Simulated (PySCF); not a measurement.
Phosphorus: a sound run and one with changed settings

Sound run: P [Ne] 3s2 3p3, P⁺ [Ne] 3s2 3p2. Computed with PySCF 2.14 in cc-pVDZ-DK, with the spin-free X2C one-electron Hamiltonian (Gaussian nucleus). In the sound run the correlated levels freeze [Ne]. The sound run starts from symmetry-adapted Hartree-Fock orbitals and uses a fine grid where one is needed.

Changed run: basis STO-3G, all-electron and non-relativistic. This setting is unsound on purpose.

```csv
species,method,sound run (hartree),changed run (hartree),converged
P,UHF,-341.52339,-336.86877,yes
P,r2SCAN,-342.05469,-337.34401,yes
P,M06-2X,-342.06281,-337.37838,yes
P,MP2,-341.58688,-336.86877,yes
P⁺,UHF,-341.15877,-336.62453,yes
P⁺,r2SCAN,-341.66386,-337.06976,yes
P⁺,M06-2X,-341.68458,-337.11363,yes
P⁺,MP2,-341.20817,-336.63238,yes
P⁺,CCSD(T),-341.22954,-336.63868,yes
```

Ionisation energy of P:

| method | sound run (eV) | changed run (eV) |
| --- | --- | --- |
| UHF | 9.922 | 6.646 |
| r2SCAN | 10.635 | 7.463 |
| M06-2X | 10.292 | 7.204 |
| MP2 | 10.305 | 6.433 |
| SCS-MP2 | 10.165 | 6.390 |

A minimal basis cannot let orbitals breathe on ionisation and holds almost no correlation. The Hamiltonian changed with the basis, so the totals do not compare.

For comparison, NIST gives 10.487 eV between the lowest levels.
